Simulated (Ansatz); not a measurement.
Process, species as SMILES: [C](F)=C(F)F → 2 C atom + 3 F atom
B3LYP-D3(BJ)/def2-TZVP geometries, fixed; electronic energies without zero-point terms.
Largest species:
```
C
C 1 1.3115
F 2 1.3045 1 129.75
F 1 1.3195 2 123.31 3 180.00
F 1 1.3269 2 124.94 3 0.00
```
Charge 0, spin multiplicity 2.

Basis-set convergence of the atomisation energy at B2PLYP with Ansatz (a program for electronic structure). Cartesian d functions, on some or all atoms, in 6-31+G*; all else is spherical. Cores are frozen. Open shells are unrestricted. No added dispersion term, no relativity. Functions are those of the species that has most. Reference: the value in aug-cc-pVQZ, 459.92 kcal/mol, itself unsure by roughly 0.75 kcal/mol (its mean distance from def2-QZVPPD, pcseg-3, def2-QZVPP). Deviations are taken from unrounded values.

| basis | functions | atomisation energy (kcal/mol) | minus reference (kcal/mol) |
|---|---|---|---|
| 3-21G | 45 | 415.89 | -44.03 |
| 6-31G | 45 | 389.97 | -69.95 |
| pcseg-0 | 45 | 394.86 | -65.07 |
| cc-pVDZ | 70 | 440.86 | -19.07 |
| pcseg-1 | 70 | 440.77 | -19.16 |
| 6-31+G* | 95 | 441.93 | -18.00 |
| def2-SVPD | 109 | 459.98 | 0.05 |
| 6-311+G** | 110 | 441.21 | -18.71 |
| aug-cc-pVDZ | 115 | 441.44 | -18.49 |
| 6-311++G(2d,2p) | 135 | 448.11 | -11.81 |
| def2-TZVPP | 155 | 456.11 | -3.81 |
| def2-TZVPPD | 194 | 456.23 | -3.70 |
| 6-311++G(3df,3pd) | 195 | 460.38 | 0.46 |
| aug-cc-pVTZ | 230 | 456.80 | -3.13 |
| aug-pcseg-2 | 230 | 458.81 | -1.12 |
| def2-QZVPP | 285 | 459.02 | -0.90 |
| pcseg-3 | 300 | 460.40 | 0.48 |
| aug-cc-pVQZ | 400 | 459.92 | 0.00 |
